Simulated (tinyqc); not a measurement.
Worked calculation: Hueckel theory of the pi electrons, for the molecule C=CN (SMILES; centres numbered as the heavy atoms are written). One step of it, computed by the program tinyqc.

Problem. Energy, charges, bond orders. E = sum n x; q_r = z_r - P_rr; bond order p = P_rs; free valence = sqrt(3) - sum of p over the bonds of the atom.

x values: 1.946637  0.682458  -1.129095

occupations: 2.000000  2.000000  0.000000

charge and bond-order matrix P:
```
           1C        2C         3N
1C   1.164192  0.943706  -0.287158
2C   0.943706  0.934466   0.324228
3N  -0.287158  0.324228   1.901341
```

Centres:
```
centre  z_r, pi electrons of the neutral centre         h
1C                                            1  0.000000
2C                                            1  0.000000
3N                                            2  1.500000
```

Bonds:
```
i  j         k
1  2         1
2  3  0.800000
```

Give: pi energy = 4 alpha + this times beta; pi charges; Bond orders and lengths from R = 1.517 - 0.180 p; free valence of the carbons; gap between the highest filled and the next level.

Solution.

pi energy = 4 alpha + this times beta = 5.258

pi charges: 1C -0.164, 2C 0.066, 3N 0.099

Bond orders and lengths from R = 1.517 - 0.180 p (angstrom, C-C alone):
```
bond      p      R
1-2   0.944  1.347
2-3   0.324      -
```

free valence of the carbons: 1C 0.788, 2C 0.464

gap between the highest filled and the next level = 1.812 |beta|
